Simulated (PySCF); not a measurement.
All of these have the formula C5H9N. Computed with TDDFT PBE0/def2-SVPD, vertical, gas phase, core orbitals frozen in the response in PySCF. Geometries: GFN2-xTB; one conformer of each isolated species. Triplets are in the Tamm–Dancoff approximation.

A. `C=CCN1CC1`
B. `CCCCC#N`
C. `C=CC/C=N/C`
D. `C/N=C/C1CC1`

Lowest singlet levels (six at most, fewer where fewer were computed) with oscillator strengths:

1. 5.19 eV (f 0.001); 6.83 eV (f 0.287); 7.17 eV (f 0.158); 7.36 eV (f 0.101); 7.42 eV (f 0.061); 7.46 eV (f 0.003); T1 4.37 eV
2. 4.99 eV (f 0.004); 6.42 eV (f 0.180); 6.66 eV (f 0.020); 7.03 eV (f 0.078); 7.20 eV (f 0.088); 7.42 eV (f 0.029); T1 4.19 eV
3. 7.85 eV (f 0.000); 8.17 eV (f 0.011); 8.20 eV (f 0.002); 8.69 eV (f 0.004); 8.81 eV (f 0.022); 8.84 eV (f 0.005); T1 6.47 eV
4. 5.91 eV (f 0.004); 6.69 eV (f 0.025); 7.11 eV (f 0.006); 7.31 eV (f 0.007); 7.40 eV (f 0.068); 7.51 eV (f 0.045); T1 4.49 eV

Question: Which spectrum belongs to which structure?

Answer: 1 = D, 2 = C, 3 = B, 4 = A.
- A: S1 at 5.91 eV, HOMO→LUMO (99%); Löwdin shares by element: HOMO nitrogen 54%, carbon 31% or more (atoms not listed hold the other 16%); LUMO carbon 68% or more, hydrogen 13% or more (atoms not listed hold the other 19%); HOMO -6.82 and LUMO 0.27 eV.
- B: S1 at 7.85 eV, HOMO→LUMO (28%), HOMO→LUMO+3 (17%), HOMO-1→LUMO (11%); Löwdin shares by element: HOMO carbon 41% or more, nitrogen 33% (atoms not listed hold the other 26%); LUMO carbon 40% or more, hydrogen 10% or more (atoms not listed hold the other 51%); HOMO -9.20 and LUMO 0.35 eV.
- C: S1 at 4.99 eV, HOMO→LUMO (87%), HOMO→LUMO+1 (9%); Löwdin shares by element: HOMO nitrogen 55%, carbon 22% or more, hydrogen 6% or more (atoms not listed hold the other 17%); LUMO carbon 52% or more, nitrogen 22% (atoms not listed hold the other 26%); HOMO -7.12 and LUMO -0.40 eV.
- D: S1 at 5.19 eV, HOMO→LUMO (98%); Löwdin shares by element: HOMO nitrogen 60%, carbon 23% or more, hydrogen 5% or more; LUMO carbon 37% or more, nitrogen 33%, hydrogen 7% or more (atoms not listed hold the other 23%); HOMO -7.05 and LUMO 0.09 eV; point group Cs.
